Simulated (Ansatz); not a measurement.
A made-up structure of CH4OSi, closed shell:

```csv
atom,x (Å),y (Å),z (Å)
O1,-1.2902,-1.0908,-0.7348
C2,-0.4620,0.1271,-0.3518
Si3,1.1104,0.1473,0.7703
H4,-2.1089,-0.7915,-1.3602
H5,-0.8412,1.1958,-0.8035
H6,1.8245,1.6124,1.0188
H7,1.7674,-1.2004,1.4611
```

It is relaxed with PBE-D4/def2-SVP and then PBE0-D4/def2-TZVP (Ansatz 0.2.0). Atoms count as bonded within 1.22 times the sum of their covalent radii (H–H: 0.88 Å). The end point is not checked to be a true minimum.

Question: Does its bonding change? (Judge from chemistry; the calculation decides.)

Answer: The calculation gives: No: no bond forms or breaks.

Where it ends: The first stage lowers the energy by 1.55 eV in 10 steps. It ends as CH₄OSi ([OH][CH][SiH2]):
```
7
angstrom
O -1.1222 -0.9792 -0.6961
C -0.4019 0.1126 -0.3291
Si 0.9547 0.1406 0.7388
H -1.9059 -0.7038 -1.1769
H -0.7473 1.0679 -0.7241
H 1.6406 1.4356 0.8938
H 1.5822 -1.0737 1.2935
```

Labels in which every atom is bracketed show which atoms are joined, not bond orders.

For scale, one of the runs: PBE0-D4/def2-TZVP relaxation, 123 basis functions, launched by `ansatz run in.yaml --threads 2 --pin off --events-out ev --progress --plain --max-ram 4352MiB`. The run took about 21 s on 2 CPU threads of an Intel Xeon Platinum 8175M (shared host).
